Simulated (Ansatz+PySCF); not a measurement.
Two shapes of doublet C₂H₅O.

Shape 1:

```xyz
8

C     1.2034    0.2316    0.0655
O     0.0914   -0.5370   -0.0445
C    -1.1396    0.1725    0.0092
H    -1.9340   -0.5602   -0.1256
H     2.1236   -0.3274   -0.0312
H     1.1430    1.2743   -0.2353
H    -1.2603    0.6712    0.9770
H    -1.1918    0.8861   -0.7552
```

Shape 2:

```xyz
8

C     1.2040    0.2230    0.0747
O     0.0920   -0.5455   -0.0353
C    -1.1389    0.1640    0.0183
H    -1.9334   -0.5688   -0.1165
H     2.1242   -0.3359   -0.0221
H     1.1437    1.2658   -0.2262
H    -1.2596    0.6627    0.9862
H    -1.1962    0.9457   -0.8191
```

Basis set: cc-pVTZ (spherical functions). Left uncorrelated: 3 orbitals. Correlation on ROHF uses semicanonical orbitals with singles. Charge 0, multiplicity 2.

Computed with Ansatz (development build ahead of 0.2.0); each method stands on the lowest determinant of its kind that the runs found.

Problem. Which shape is lower in energy, and by how much in each method?

Solution.

```csv
method,E(2) − E(1) (eV)
ROHF,0.035
UHF,0.036
ROHF-MP2,0.011
UHF-MP2,0.011
```

Shape 1 is lower.
